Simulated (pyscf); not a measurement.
Four-centre exchange: H₂B–CH₃ + H₂O → H₃C–BH–OH + H₂

Gas phase, singlet surface, charge 0. Bonds broken: B2–H6, O8–H9. Bonds formed: B2–O8, H6–H9. PySCF, gas phase, ωB97X-D3(BJ)/def2-SVP geometries.

Transition state (Å):

```xyz
10

C     -1.1474    -0.7564     0.5205
B     -0.1712     0.3097    -0.1403
H     -1.0207    -1.7322     0.0190
H     -2.2150    -0.4819     0.4580
H     -0.9076    -0.9118     1.5849
H     -0.4092     1.5477     0.4119
H      1.0294     0.1765    -0.0865
O     -0.6040     0.7976    -1.5859
H     -0.6433     1.5689    -0.5824
H     -1.5063     0.4972    -1.7568
```

One imaginary mode, 1382i cm⁻¹; descent along it reached the two sides named, in the forms told below.

```json
[
 {"bond": "B2–H6", "change": "breaks", "reactant side (Å)": "1.229", "saddle": "1.376", "product side": "4.2"},
 {"bond": "O8–H9", "change": "breaks", "reactant side (Å)": "0.968", "saddle": "1.266", "product side": "2.6"},
 {"bond": "B2–O8", "change": "forms", "reactant side (Å)": "1.744", "saddle": "1.586", "product side": "1.360"},
 {"bond": "H6–H9", "change": "forms", "reactant side (Å)": "2.490", "saddle": "1.022", "product side": "0.760"}
]
```

Electronic energies relative to the separated reactants (kcal/mol):

```
level                   barrier  reaction energy  reverse barrier
----------------------  -------  ---------------  ---------------
ωB97X-D3(BJ)/def2-TZVP     10.4            -31.3             41.8
PBE/def2-TZVP               3.3            -32.5             35.8
r²SCAN/def2-TZVP            5.2            -33.3             38.6
B3LYP-D3(BJ)/def2-TZVP     10.5            -32.3             42.8
PBE0-D3(BJ)/def2-TZVP       5.8            -31.6             37.4
M06-2X/def2-TZVP            9.7            -33.3             43.0
ωB97M-D3(BJ)/def2-TZVP      9.8            -31.8             41.6
HF/def2-TZVP               30.4            -27.9             58.3
```

With ωB97M-D3(BJ)/def2-TZVP energies and thermal terms (ideal gas, 1 atm, RRHO with modes under 100 cm⁻¹ raised to 100, one conformer, R ln 2 for chiral ones without a mode under 150 cm⁻¹), in kcal/mol:

```
T (K)   ΔH‡   ΔG‡     ΔH     ΔG
-----  ----  ----  -----  -----
298     9.7  20.7  -33.6  -31.2
600     9.2  32.2  -33.0  -29.0
900     9.6  43.6  -32.3  -27.1
1200   10.2  54.9  -31.6  -25.5
```

On the reactant side the descent ends in an adduct with a B–O contact, 11.8 kcal/mol under the separated species and 22.2 kcal/mol under the saddle at ωB97X-D3(BJ)/def2-TZVP. What is counted as formed (B–O) is already present as a longer contact in the reactant adduct; forming that adduct is a step of its own. At the saddle there is also a short B–H contact that neither side keeps. This is the saddle that the search found; another between the same sides may lie lower.
